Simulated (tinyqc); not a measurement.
Inside a calculation. Method: extended Hueckel theory, for LiH+. The parameters take no account of the charge, which enters only through the electron count. One step of it, computed by the program tinyqc.

Question. Wolfsberg-Helmholz matrix. H_ij = K' S_ij (H_ii + H_jj)/2 for i != j (the diagonal keeps H_ii), with K' = K + D^2 + D^4 (1 - K), D = (H_ii - H_jj)/(H_ii + H_jj), K = 1.5.

overlap S:
```
,1Li 2s,1Li 2px,1Li 2py,1Li 2pz,2H 1s
1Li 2s,1.000000,0.000000,0.000000,0.000000,0.365710
1Li 2px,0.000000,1.000000,0.000000,0.000000,0.000000
1Li 2py,0.000000,0.000000,1.000000,0.000000,0.000000
1Li 2pz,0.000000,0.000000,0.000000,1.000000,0.484075
2H 1s,0.365710,0.000000,0.000000,0.484075,1.000000
```

diagonal H_ii (eV): 1Li 2s -5.400000, 1Li 2px -3.500000, 1Li 2py -3.500000, 1Li 2pz -3.500000, 2H 1s -13.600000

K = 1.500000

Give: H.

Answer.

H (eV):
```
,1Li 2s,1Li 2px,1Li 2py,1Li 2pz,2H 1s
1Li 2s,-5.4000,0.0000,0.0000,0.0000,-5.7982
1Li 2px,0.0000,-3.5000,0.0000,0.0000,0.0000
1Li 2py,0.0000,0.0000,-3.5000,0.0000,0.0000
1Li 2pz,0.0000,0.0000,0.0000,-3.5000,-7.4003
2H 1s,-5.7982,0.0000,0.0000,-7.4003,-13.6000
```
